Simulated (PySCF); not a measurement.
**Which functional comes closest?**

Molecule: methylcyclopentane, C6H12.

Geometry:
| atom | x (Å) | y (Å) | z (Å) |
| --- | --- | --- | --- |
| C1 | 2.071 | -0.617 | -0.147 |
| C2 | 0.556 | -0.538 | -0.177 |
| C3 | -0.101 | -0.251 | 1.176 |
| C4 | -1.536 | 0.176 | 0.836 |
| C5 | -1.488 | 0.678 | -0.628 |
| C6 | -0.017 | 0.580 | -1.049 |
| H7 | 2.485 | -0.813 | -1.149 |
| H8 | 2.421 | -1.420 | 0.521 |
| H9 | 2.505 | 0.330 | 0.214 |
| H10 | 0.156 | -1.500 | -0.552 |
| H11 | 0.443 | 0.579 | 1.661 |
| H12 | -0.055 | -1.108 | 1.866 |
| H13 | -1.907 | 0.945 | 1.529 |
| H14 | -2.226 | -0.678 | 0.927 |
| H15 | -2.110 | 0.036 | -1.272 |
| H16 | -1.883 | 1.700 | -0.738 |
| H17 | 0.515 | 1.519 | -0.812 |
| H18 | 0.115 | 0.399 | -2.127 |

Geometry PBE0-D3(BJ)/def2-SVP throughout; GIAO in PySCF 2.14.0 with density-fitted response routines, gas phase, one conformer, non-relativistic; equivalent atoms averaged; basis pcSseg-1.

Reference values (measured; solution, not stated per compound (mostly CDCl3 or CCl4); Pretsch, Buehlmann, Badertscher, Structure Determination of Organic Compounds, 4th ed. (2009)): δ(C2) = 34.8 ppm, δ(C3/C6) = 34.8 ppm, δ(C4/C5) = 25.4 ppm. Computed shifts are taken against TMS, calculated as an isolated molecule at each level.

Q: How do the functionals HF, LDA, PBE, BLYP, BP86, OPBE, KT2, KT3, B97-D, B3LYP, PBE0, mPW1PW91, WP04, B97-2, BHandHLYP, CAM-B3LYP, wB97X-D, LC-wPBE perform against the reference? Times are CPU seconds on shared hosts with different chips, so compare them loosely.

A: 
```csv
functional,kind,C2,C3/C6,C4/C5,mean abs. error C,core-s
HF,Hartree–Fock,32.6,33.4,22.3,2.2,6
LDA,LDA,41.8,40.7,26.5,4.7,18
PBE,GGA,41.1,39.9,27.4,4.5,21
BLYP,GGA,42.8,41.0,28.5,5.8,21
BP86,GGA,41.1,39.8,27.5,4.5,22
OPBE,GGA,38.2,37.4,26.8,2.5,24
KT2,GGA,40.5,38.8,27.0,3.8,28
KT3,GGA,40.0,38.3,27.6,3.6,26
B97-D,GGA,40.7,39.3,27.8,4.3,28
B3LYP,global hybrid,40.4,39.3,27.0,3.9,16
PBE0,global hybrid,38.4,37.9,25.9,2.4,19
mPW1PW91,global hybrid,38.3,37.8,26.0,2.4,17
WP04,global hybrid,40.8,38.8,28.6,4.4,35
B97-2,global hybrid,38.3,37.7,26.2,2.4,32
BHandHLYP,global hybrid,37.4,37.2,25.1,1.8,34
CAM-B3LYP,range-separated hybrid,38.7,38.2,25.5,2.5,46
wB97X-D,range-separated hybrid,37.7,37.4,25.5,1.9,24
LC-wPBE,range-separated hybrid,35.3,35.7,23.9,1.0,54
```

For ¹³C the closest is LC-wPBE (1.0 ppm) and the furthest BLYP (5.8 ppm). One molecule is a small sample, and vibrational and solvent effects are absent from the calculation.
